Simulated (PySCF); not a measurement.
# H2S3: OLYP-D3(0)/6-311+G(d,p) (Coulomb fitting set, Cartesian functions)

Aim: a geometry optimisation of H2S3. Input form: a Python script.

The results are computed with PySCF 2.14.0.

2 further runs of the same task are left out: 2 set aside as unsound or not needed.

### Step 1. The system as given

H2S3: 5 atoms, total charge 0, spin state singlet. All atoms were displaced at random from a relaxed shape. The run starts from this shape.

Bond lengths: S1–S2 2.043 Å, S2–S3 2.032 Å, S1–H4 1.349 Å, S3–H5 1.324 Å. Angles: S1–S2–S3 105.9°, S2–S1–H4 96.4°, S2–S3–H5 103.4°.

### Step 2. A structure relaxation at OLYP-D3(0)/6-311+G(d,p) (Coulomb fitting set, Cartesian functions)

The input, input.py:

```python
# H2S3
from pyscf import gto, dft
from pyscf.geomopt.geometric_solver import kernel as optimise

system = gto.M(
    atom='''
S      0.624711     0.119769     1.540026
S      0.201173     0.976474    -0.265271
S     -0.704477    -0.468265    -1.370051
H      1.878516    -0.270473     1.230811
H     -1.990799    -0.290484    -1.111931
''',
    max_memory=1860,
    spin=0,
    basis='6-311+g**',
    cart=True,
    charge=0,
    verbose=3,
)

ks = dft.RKS(system)
ks.xc = 'olyp'
ks = ks.density_fit(auxbasis='def2-universal-jfit')
ks.level_shift = 1.0
ks.disp = 'd3zero'
converged, mol_eq = optimise(ks, maxsteps=50, convergence_set='TURBOMOLE')
print('converged:', converged)
print(mol_eq.tostring())

ks.reset(mol_eq)
system = mol_eq
ks.kernel()
e_tot = ks.e_tot
print('E = %.10f Eh' % e_tot)
dip = ks.dip_moment()
pop, q = ks.mulliken_pop()
```

The run is started by

```sh
$ OMP_NUM_THREADS=1 python input.py
```

What values should one expect? Wanted: total energy at the end; dipole moment; HOMO energy; LUMO energy; HOMO–LUMO gap; dispersion energy.

**Answer.** As computed:

Level: OLYP-D3(0)/6-311+G** (Coulomb fitting set, Cartesian functions).

```
               quantity           value
total energy at the end  -1195.85410 Eh
          dipole moment          0.69 D
            HOMO energy        -6.32 eV
            LUMO energy        -2.69 eV
          HOMO–LUMO gap         3.64 eV
      dispersion energy   -15.61 kJ/mol
```

**Reading.** At the final geometry: Bond lengths: S1–S2 2.100 Å, S2–S3 2.099 Å, S1–H4 1.358 Å, S3–H5 1.358 Å. Angles: S1–S2–S3 109.7°, S2–S1–H4 98.2°, S2–S3–H5 98.3°. The optimisation took 5 steps and changed the energy by -0.127 eV.
